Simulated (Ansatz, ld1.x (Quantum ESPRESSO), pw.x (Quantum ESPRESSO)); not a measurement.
**Equation-of-state test of one TM potential (iodine)**

```
Element                 : I
Generator               : ld1.x (Quantum ESPRESSO) 7.5
Type                    : norm-conserving Troullier–Martins (Kleinman–Bylander form)
Functional              : PBEsol
Relativity              : scalar-relativistic
Frozen core             : [Kr] 4d10
Valence charge          : 7
Reference configuration : 5s2 5p4 (charge +1)
Partial waves           : 5s (bound): rc 1.55 bohr; 5d channel at 0.3 Ry: rc 2.00 bohr; 5p (bound): rc 2.15 bohr
Local potential         : the p channel
Core correction         : none
```

Atomic tests: cutoffs needed: 35 Ry and 70 Ry (the cutoffs (Ry, on a coarse ladder) from which the occupation-weighted sum of valence levels, in a spherical-Bessel basis at the reference potential, stays within 10 and 1 mRy of its value at 400 Ry); ghost test: no extra level below or beside the all-electron valence levels (s, d, p, f tested) (spherical-Bessel basis up to 400 Ry, 20 bohr box); largest excitation error: -10 meV (all-electron minus pseudo) for 5s2 5p2, out of 7 test configurations.

Crystal test: diamond I in pw.x 7.5, no spin, 8³ k-points, Fermi–Dirac smearing 0.01 Ry, cutoffs 85/340 Ry. The reference is all-electron LAPW (Ansatz 0.2.0) with the same functional, mesh and smearing; V0 and B0 come from Birch–Murnaghan fits to the pressures at five volumes. Errors are pseudo minus all-electron; Δ is the rms difference of the E(V) curves that follow from these fits, minima aligned, over ±6 % about the mean V0. Mesh and smearing are coarse, so the numbers serve the comparison and aren't converged zero-temperature values; the lattice is a test structure that the element need not adopt.

All-electron: a0 = 7.702 Å (V0 = 57.11 Å³/atom), B0 = 12.5 GPa.

Question: How far does the potential miss the all-electron equation of state?

Answer: mean pressure error (GPa): -0.12; a0 (Å): 7.677; a0 error (%): -0.32; B0 error (%): +2.6; Δ (meV/atom): 1.5.

```
V (Å³/atom)  P all-electron (GPa)  P pseudo (GPa)
     54.327                  0.71            0.57
     55.756                  0.32            0.19
     57.186                 -0.02           -0.14
     58.616                 -0.30           -0.42
     60.045                 -0.55           -0.66
```

Question: At the middle volume, how do free energy and pressure move when the wave cutoff is lowered (ecutrho kept at four times it)?

Answer:

```csv
cutoff (Ry),shift of F (meV/atom),shift of P (GPa)
38,+81.5,-0.21
51,+59.3,-0.33
```

The run at the middle volume (29 k-points, 10 iterations) took about 75 s on one core of a shared host (Neoverse-V1, 32 threads, 247 GiB, load 15).
